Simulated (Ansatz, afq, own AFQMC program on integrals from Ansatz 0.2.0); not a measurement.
Two steps: Ansatz 0.2.0 writes the Fock matrix and Cholesky factors of the valence space, and afq projects on them the lowest state that overlaps trial and start.

```yaml
crystal:
  periodic: [false, false, false]
  atoms:
    - {symbol: Cl, position_ang: [0.000000, 0.000000, 0.000000]}
basis:
  gaussian: {orbitals: 6-31G}
total_charge: 1
magnetization: {spin_polarized: false, initial_magnetization: 2}
correlation: {method: ccsd_t, electrons: outside_noble_gas, hamiltonian_folder: ham}
```

```sh
$ ansatz run in.yaml --threads 1 --pin off --events-out ev --progress --plain --max-ram 1382MiB
```

Options of the walk:

```
--method phaseless --trial cisd --walkers 200 --populations 1 --least-time 40 --time-step 0.005 --steps-per-block 50 --equilibration-blocks 28 --max-blocks 300 --target-error 0.00029 --factor-cut 1e-05 --start spin_pure --seed 8416 --release-times 0.24,0.51,0.99,1.62,2.4 --release-step 0.03 --release-every 4 --taylor-order 6
```

Times are imaginary, in 1/Eh. The walk had a cap of 340 s.

```
orbitals 8  electrons 4 2  factors 29 of 59
reference energy -459.00899268 Eh
CCSD correlation -0.01685912 Eh in 7 cycles, weight of the determinant in the CISD state 0.9913
energy of the start -459.025852 Eh
 block  time / (1/Eh)  mean weight  energy / Eh
     1     0.250  1.0000  -459.025875
     2     0.500  1.0000  -459.025917
     3     0.750  0.9999  -459.025910
     4     1.000  1.0001  -459.025928
     5     1.250  0.9997  -459.025933
     8     2.000  1.0000  -459.025946
    13     3.250  0.9999  -459.026038
    25     6.250  1.0000  -459.026031
    37     9.250  1.0000  -459.026114
    49    12.250  0.9998  -459.025973
    61    15.250  1.0002  -459.025969
    73    18.250  0.9998  -459.026038
    85    21.250  1.0003  -459.026055
    97    24.250  1.0005  -459.026002
   109    27.250  1.0007  -459.026161
   121    30.250  1.0003  -459.026192
   133    33.250  0.9998  -459.025914
   137    34.250  1.0002  -459.026227
   145    36.250  1.0003  -459.026120
   157    39.250  1.0004  -459.026024
   169    42.250  0.9994  -459.025955
   181    45.250  1.0003  -459.026109
   185    46.250  0.9997  -459.026063
blocks merged  error / Eh  count
     1  0.000007  160
     2  0.000008  80
     4  0.000009  40
     8  0.000009  20
    16  0.000009  10
released: time / (1/Eh)  energy / Eh  error  mean overlap
  0.24  -459.026042  0.000015  1.0027
  0.51  -459.026042  0.000014  1.0020
  0.99  -459.026037  0.000010  0.9987
  1.62  -459.026019  0.000009  1.0030
  2.40  -459.026030  0.000011  1.0104
energy -459.026048 +/- 0.000009 Eh
(rows thinned)
```

(1) Estimate how long the walk took on 1 thread of Arm Neoverse V1, on a shared host.

The run passed its tests (sampling time, drift between the halves within three errors, error under three times the target), which doesn't prove that it has relaxed.

Against this walk (error 0.3 meV) on the same determinant: CCSD(T) 0.9 meV higher, CCSDT(Q) 0.2 meV higher (within the noise), CCSDTQ 0.2 meV higher (within the noise), full CI 0.3 meV higher (within the noise). The error is statistical and leaves out the bias of the constraint. Released to 2.40 1/Eh the energy moves by 0.5 ± 0.4 meV (both errors), within twice the noise.

Cautions: constraint bias not in the error.

Results:

(1) 33 s of wall time.

CCSDT and higher add their correlation energy to the determinant of the CCSD(T) run, since their own runs factorise the integrals more tightly (a shift of under 2 meV). A walk keeps the symmetry of its determinant, which the program's search chose and which needn't be the lowest solution, so a lower state of the same spin and another symmetry isn't excluded.
